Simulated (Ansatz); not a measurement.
## Band structure of Pb

```xyz
1
Lattice="0.0000 2.5205 2.5205 2.5205 0.0000 2.5205 2.5205 2.5205 0.0000" Properties=species:S:1:pos:R:3 pbc="T T T"
Pb    0.0000    0.0000    0.0000
```

The conventional cell has a = 5.041 Å, b = 5.041 Å, c = 5.041 Å, α = 90.00°, β = 90.00°, γ = 90.00°. Pb (atom 1) is surrounded by 12 Pb at 3.56 Å.

The structure comes from a relaxation in the same program, started in the fcc type, and has space group Fm-3m. Whether it is a known phase or the ground state wasn't checked.

No spin–orbit coupling, which matters for the heavy atoms here.

The calculation used DFT, PBE, all-electron LAPW, scalar-relativistic (Ansatz 0.2.0).

Numerical set-up: a Γ-centred 13×13×13 k mesh, Fermi–Dirac smearing of 0.05 eV, basis error target 0.25 meV/atom, no spin polarisation.

Points in fractions of the reciprocal vectors of this cell: Γ (0, 0, 0), X (0.5, 0, 0.5), U (0.625, 0.25, 0.625), K (0.375, 0.375, 0.75), L (0.5, 0.5, 0.5), W (0.5, 0.25, 0.75). The path joins them by straight lines in the order Γ–X–U–K–Γ–L–W–X; legs that retrace an earlier one aren't tabulated. Energies are in eV from the Fermi level.

(1) List the levels at Γ between -5 and 5 eV.

(2) List the levels at W between -5 and 5 eV.

(3) List the levels at K between -5 and 5 eV.

(4) What is the band gap?

Results:

(1) none.

(2) -1.32 (×2), 0.26.

(3) -2.18, -1.17, 2.81.

(4) none: bands cross the Fermi level, a metal.
